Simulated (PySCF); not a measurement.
Nuclear quadrupole coupling in `[BH3-]C#N`

Compound: CH3BN (charge -1).
Structure used (PBE0-D3(BJ)/def2-SVP), in Å, numbered top down from 1:
```xyz
6
CH3BN angstrom
B     -0.510   -0.016   -0.032
C      1.078   -0.013    0.008
N      2.244   -0.013    0.036
H     -0.893   -0.911   -0.798
H     -0.943   -0.225    1.111
H     -0.907    1.086   -0.438
```

Field gradients from the PBE0/pcSseg-1 density (PySCF, non-relativistic), principal values in atomic units, ordered |Vxx| ≤ |Vyy| ≤ |Vzz|:

| atom | Vxx | Vyy | Vzz |
| --- | --- | --- | --- |
| B1 | -0.0382 | -0.0382 | 0.0764 |
| N3 | 0.4349 | 0.4353 | -0.8701 |

Find the asymmetry η = (Vxx − Vyy)/Vzz and the couplings χ = eQV/h (234.96 MHz × Q in barn × V in au), with Q(11B) = 0.04059 b, Q(14N) = 0.02044 b.

| atom | environment | nucleus | η | χzz (MHz) | χxx (MHz) | χyy (MHz) |
| --- | --- | --- | --- | --- | --- | --- |
| B1 | four-coordinate boron | 11B | 0.00 | 0.728 | -0.364 | -0.364 |
| N3 | cyano nitrogen | 14N | 0.00 | -4.179 | 2.088 | 2.090 |

The gradient is axial or nearly so (η below 0.05) at B1 and N3. 

What is Vzz at N3 in SI units (1 au = 9.71736 × 10²¹ V/m²)?

-0.8701 au = -8.455 × 10²¹ V/m².

What couplings would deuterons (Q(2H) = 0.00286 b) have in place of the hydrogens, at this geometry?

| atom | bonded to | bond length (Å) | Vzz (au) | η | χzz (kHz) |
| --- | --- | --- | --- | --- | --- |
| H4 | B1 | 1.240 | 0.1918 | 0.04 | 129 |
| H5 | B1 | 1.240 | 0.1918 | 0.04 | 129 |
| H6 | B1 | 1.240 | 0.1918 | 0.04 | 129 |

Isolated species at its PBE0-D3(BJ)/def2-SVP geometry, gas phase. The pcSseg-1 basis has no diffuse functions, a weakness for an anion. The basis is small and wasn't made for field gradients, so the couplings can be 20 % off.

These values come from a run that also computed NMR shieldings. The run took 3.1 s (grids of density and orbitals included) on an Arm Neoverse V2 with one thread, no GPU, shared host with 96 logical CPUs at a one-minute load of 32, and the process peaked at 0.30 GiB of memory.
